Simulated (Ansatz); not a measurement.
# H2Cl (doublet): wave-function methods side by side at distance Cl1–H2 along a hydrogen transfer = 1.189 Å, 6-31G

How much of the correlation energy of H2Cl (doublet) does each wave-function method recover here?

Method: 6-31G, core rule «outside noble gas», up to 5 orbitals frozen; program: Ansatz 0.2.0, Gaussian basis.

To be run: UHF; CCSD(T) on ROHF; CCSD(T) on UHF; BCCD(T) on ROHF; CISD; CCSDT(Q) on ROHF; CCSDT(Q) on UHF; CISDTQ; CCSDTQ on ROHF; CCSDTQ on UHF; CASSCF and MRCISD+Q, 3 electrons in 3 orbitals; CASSCF and NEVPT2, 3 electrons in 3 orbitals; CASSCF and MRCISD+Q, 9 electrons in 6 orbitals; CASSCF and MRCISD+Q(relaxed), 9 electrons in 6 orbitals; CASSCF and NEVPT2, 9 electrons in 6 orbitals; Full CI.

10 further runs of the same task are left out: 2 for a mislabelled method, 7 that didn't finish, 1 set aside as unsound or not needed.

## (1) The system

The geometry derives from fragments relaxed apart (PBE0/def2-TZVP) and kept rigid, so it is no stationary point. A hydrogen atom is moved between rigid fragments.

3 atoms, charge 0, spin multiplicity 2.

Atoms are counted from 1 here; the program's logs count them from 0.

Bond lengths: Cl1–H2 1.189 Å.

## (2) UHF

in.yaml

```yaml
crystal:
  periodic: [false, false, false]
  atoms:
    - {symbol: Cl, position_ang: [0.000000, 0.000000, -1.268333]}
    - {symbol: H, position_ang: [0.000000, 0.000000, -0.079333]}
    - {symbol: H, position_ang: [0.000000, 0.000000, 1.347667]}
basis:
  gaussian: {orbitals: 6-31G}
magnetization: {spin_polarized: true, initial_magnetization: 1}
hamiltonian: {xc: hf}
output: {orbitals: {seedname: orbitals}}
```

Command:

```sh
$ ansatz run in.yaml --threads 1 --pin off --events-out ev --progress --plain --max-ram 2393MiB
```

The runs that follow: CCSD(T) on ROHF; CCSD(T) on UHF; BCCD(T) on ROHF; CISD; CCSDT(Q) on ROHF; CCSDT(Q) on UHF; CISDTQ; CCSDTQ on ROHF; CCSDTQ on UHF; CASSCF and MRCISD+Q, 3 electrons in 3 orbitals; CASSCF and NEVPT2, 3 electrons in 3 orbitals; CASSCF and MRCISD+Q, 9 electrons in 6 orbitals; CASSCF and MRCISD+Q(relaxed), 9 electrons in 6 orbitals; CASSCF and NEVPT2, 9 electrons in 6 orbitals; Full CI.

Before running them: what should the planned runs give, taken together? Wanted: FCI below the RHF energy; RMP2 from FCI; UMP2 from FCI; RCCSD from FCI; RCCSD(T) from FCI; UCCSD(T) from FCI; RCCSDT(Q) from FCI; UCCSDT(Q) from FCI; NEVPT2 pair from FCI.

**Answer**, as computed:

| quantity | value |
| --- | --- |
| FCI below the RHF energy | -1.5473 eV |
| RMP2 from FCI | +6.18 kcal/mol |
| UMP2 from FCI | +6.12 kcal/mol |
| RCCSD from FCI | +0.35 kcal/mol |
| RCCSD(T) from FCI | +0.07 kcal/mol |
| UCCSD(T) from FCI | +0.07 kcal/mol |
| RCCSDT(Q) from FCI | 0.00 kcal/mol |
| UCCSDT(Q) from FCI | 0.00 kcal/mol |
| NEVPT2 pair from FCI | +3.80 kcal/mol |
| MRCISD+Q pair from FCI | +0.33 kcal/mol |
| NEVPT2 valence from FCI | +6.31 kcal/mol |
| levels within 1 kcal/mol (43 meV) | RCCSD, UCCSD, RCCSD(T), UCCSD(T), BCCD(T), RCCSDT, UCCSDT, CISDTQ, RCCSDT(Q), UCCSDT(Q), RCCSDTQ, UCCSDTQ, MRCISD pair, MRCISD+Q pair, MRCISD valence, MRCISD+Q valence, MRCISD+Q(relaxed) valence |
| T1 diagnostic | 0.010 |
| effectively unpaired electrons | 1.01 |

What this shows: RCCSD(T) misses by +0.07 kcal/mol, 0.2 % of the correlation energy. One determinant dominates. Of the multireference levels listed MRCISD+Q(relaxed) valence comes nearest in total energy (+0.20 kcal/mol), which doesn't show that its space is the better one. These misses are within one basis, not against nature; the frozen cores of restricted and unrestricted runs differ, which can shift their rows.
